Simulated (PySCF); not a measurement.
H3Si, SMILES [SiH3] (connectivity only; charge and spin as stated), charge +1, multiplicity 1. Atoms are numbered in the order given.

```xyz
4

Si     0.0000     0.0000     0.0000
H     -1.4677     0.0000     0.0000
H      0.7338     1.2711     0.0000
H      0.7338    -1.2711     0.0000
```
Charge +1, spin multiplicity 1.

Geometry optimised at B3LYP-D3(BJ)/def2-TZVPD. The spin state was assumed, not searched. The isomer is the one that the SMILES or the coordinates give; other isomers of the formula were not compared.

Calculation: PBE0/pcSseg-2 run with PySCF.

GIAO shieldings, no solvent; atoms alike by connectivity are averaged. δ = σ(ref) − σ: ²⁹Si against TMS (σ = 341.9 ppm); ¹H against TMS (σ = 31.54 ppm), references at their B3LYP-D3(BJ)/def2-TZVP geometries, non-relativistic.

Computed chemical shifts:
```tsv
nucleus	atoms	count	δ (ppm)
²⁹Si	Si1	1	352.9
¹H	H2, H3, H4	3	8.39
```
